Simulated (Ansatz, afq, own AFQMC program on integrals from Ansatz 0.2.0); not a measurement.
# Atomization energy of CH3, doublet, worked out

```yaml
atoms:
  - { symbol: C, position_ang: [0.0000, 0.0000, 0.0000] }
  - { symbol: H, position_ang: [1.0799, 0.0140, -0.0003] }
  - { symbol: H, position_ang: [-0.5521, 0.9282, -0.0027] }
  - { symbol: H, position_ang: [-0.5278, -0.9423, 0.0031] }
```

Basis cc-pVDZ. Noble-gas cores (and the filled d shells of Ga–Kr and In–Xe) are frozen. AFQMC by an in-house program on the Cholesky factors that Ansatz 0.2.0 writes for its CCSD(T) run. ph-AFQMC/CISD is guided by a CISD state made of CCSD amplitudes; releasing the constraint for a short imaginary time cuts its bias at the price of noise, slowly where states lie close. Uncertainties: one standard error, sampling alone.

Total energies in eV. CBS is CCSD(T) at the limit of def2-TZVPP/QZVPP (extrapolated itself); the highest rung of each member is named.

```json
{"member": "C (triplet)", "count": "+1", "CCSD(T)/cc-pVDZ": "-1027.5122", "highest rung in cc-pVDZ": "-1027.5214", "which": "FCI", "CCSD(T)/CBS": "-1028.3149"}
{"member": "H (doublet)", "count": "+3", "CCSD(T)/cc-pVDZ": "-13.5861", "highest rung in cc-pVDZ": "-13.5861", "which": "FCI", "CCSD(T)/CBS": "-13.6059"}
{"member": "CH₃, doublet", "count": "-1", "CCSD(T)/cc-pVDZ": "-1080.7245", "highest rung in cc-pVDZ": "-1080.7386", "which": "CCSDT(Q)", "CCSD(T)/CBS": "-1082.4556"}
```

Work out the best estimate of the atomization energy: the CCSD(T)/CBS difference plus the step from CCSD(T) to the highest rung.

Sums with the counts: CCSD(T)/CBS 13.3230 eV, highest rung 12.4589 eV, CCSD(T)/cc-pVDZ 12.4540 eV. The step is 12.4589 − 12.4540 = 0.0049 eV, so the best estimate is 13.3230 + (0.0049) = 13.3279 eV = 307.3 kcal/mol. The basis set is worth 0.869 eV of it. Zero-point, core-correlation and spin–orbit terms aren't in it.

Best estimates are given only where the step beyond CCSD(T) is under 0.3 eV and no member's determinant is very poor (T1 over 0.05, or 0.07 for open shells, ⟨S²⟩ too high by 0.3, two states mixed), so the hardest cases are missing from such tables.

CCSDT and higher add their correlation energy to the determinant of the CCSD(T) run, since their own runs factorise the integrals more tightly (a shift of under 2 meV). Each member of a difference takes its own highest rung, so a best estimate needn't equal the limit plus the step of one row.
